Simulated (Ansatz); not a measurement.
Results of PBE0 in Ansatz (plane waves, PAW) for CsCl-type TlCl.

Numerical settings: plane-wave cutoff 460 eV, 8×8×8 k mesh, Fermi–Dirac smearing 0.01 eV, scalar-relativistic PAW data made under PBE.

Results at a series of volumes:

| V (Å³/atom) | E − E_lowest (meV/atom) | P (GPa) |
|---|---|---|
| 27.659 | 5.99 | 1.383 |
| 28.387 | 1.43 | 0.641 |
| 28.766 | 0.33 | 0.299 |
| 29.115 | 0.00 | 0.005 |
| 29.843 | 1.24 | -0.539 |
| 30.571 | 4.78 | -1.006 |

Question: What bulk modulus B0 and pressure derivative B′ does a third-order Birch–Murnaghan fit give?

Answer: V0 = 29.123 Å³/atom, B0 = 23.5 GPa, B′ = 5.1 (fit to the energies at full precision).

Measured, for comparison: equilibrium volume per atom 28.35 Å³/atom (temperature not stated, no zero-point or thermal correction; as tabulated in Wikipedia's data pages). Computed (rounded) less measured: equilibrium volume per atom +2.7 %.

Spin–orbit coupling is not included; it can shift volumes and moduli of such heavy elements.

Computed values are for the static lattice.

It cost about 29 core-minutes (a rough figure) of CPU time.

Ansatz is an electronic-structure program.
